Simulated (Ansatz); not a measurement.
Basis-set extrapolation for C₄H₈S, SMILES `C=C(S)CC` (PBE0-D4/def2-TZVP geometry, frozen core, Ansatz 0.2.0). Multiplicity 1, RHF reference.

|  | def2-TZVPP | def2-QZVPP |
| --- | --- | --- |
| HF | -553.709351 | -553.727840 |
| MP2 correlation | -0.857267 | -0.915432 |
| CCSD(T) correlation | -0.951799 | not run |

Energies in hartree. Use E(X) = E(∞) + A·exp(−7.88·√X) for Hartree–Fock and E(X) = E(∞) + B·X^(−2.97) for correlation, with X = 3 and 4, and add CCSD(T) minus MP2 of the smaller set to the MP2 limit.

Problem. What is the CCSD(T) energy at the basis-set limit?

Solution. HF limit: -553.727840 + (-0.018489) × 0.13774 = -553.73039. MP2 limit: -0.915432 + (-0.058165) × 0.74074 = -0.95852. Higher-order term: -0.951799 − (-0.857267) = -0.09453. Total: -554.78344 hartree, 321.1 kJ/mol below CCSD(T)/def2-TZVPP.
